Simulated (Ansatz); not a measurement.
# C2H3O: the cost of one run

Computed with Ansatz 0.2.0 (the levels named in each step, unless a step's input says otherwise).

### Step 1. Starting point

Bond lengths: C1–C2 1.375 Å, C2–O3 1.113 Å, C1–H4 1.100 Å, C1–H5 1.100 Å, C1–H6 1.100 Å. Angles: C1–C2–O3 180.0°, C2–C1–H4 110.8°, C2–C1–H5 110.8°, C2–C1–H6 110.7°, H4–C1–H5 108.2°, H4–C1–H6 108.1°, H5–C1–H6 108.2°.

As a file:

```xyz
6

C    -1.2810    0.0140   -0.0253
C     0.0938   -0.0006    0.0018
O     1.2070   -0.0134    0.0239
H    -1.6658   -0.7496   -0.7177
H    -1.6932   -0.1905    0.9741
H    -1.6538    0.9952   -0.3557
```

### Step 2. A rough first relaxation, PBE-D4/def2-SVP

This run stands in another session on the same molecule. It ended at:

```xyz
6

C    -1.3145    0.0145   -0.0260
C     0.1057   -0.0011    0.0021
O     1.2367   -0.0137    0.0245
H    -1.6683   -0.7703   -0.7362
H    -1.6964   -0.1961    1.0012
H    -1.6561    1.0216   -0.3644
```

### Step 3. Relaxation, PBE0-D4/def2-TZVPP

This run stands in another session on the same molecule. It ended at:

```xyz
6

C    -1.3174    0.0145   -0.0261
C     0.1001   -0.0010    0.0020
O     1.2106   -0.0133    0.0240
H    -1.6569   -0.7593   -0.7261
H    -1.6846   -0.1932    0.9869
H    -1.6448    1.0073   -0.3595
```

### Step 4. Frequencies, PBE0-D4/def2-TZVPP

input.yaml reads:

```yaml
crystal:
  periodic: [false, false, false]
  atoms:
    - { symbol: C, position_ang: [-1.31739319, 0.01450113, -0.02609282] }
    - { symbol: C, position_ang: [0.10012368, -0.00104115, 0.00198469] }
    - { symbol: O, position_ang: [1.21064264, -0.01329603, 0.02398734] }
    - { symbol: H, position_ang: [-1.65686889, -0.75932942, -0.72609579] }
    - { symbol: H, position_ang: [-1.68460216, -0.19316929, 0.98686873] }
    - { symbol: H, position_ang: [-1.64480208, 1.00731475, -0.35953214] }
total_charge: 1
basis:
  gaussian: { orbitals: def2-TZVPP }
hamiltonian:
  xc: pbe0
  dispersion: d4
phonons: {}
```

Started as:

```console
$ ansatz run input.yaml --threads 2 --pin off --max-ram 5120MiB --backend cpu --events-out ev --progress --plain --runs-dir out
```

What time and memory should one allow on 2 threads of Arm Neoverse V1, shared host?

About 35 s, with a peak of 0.19 GiB.
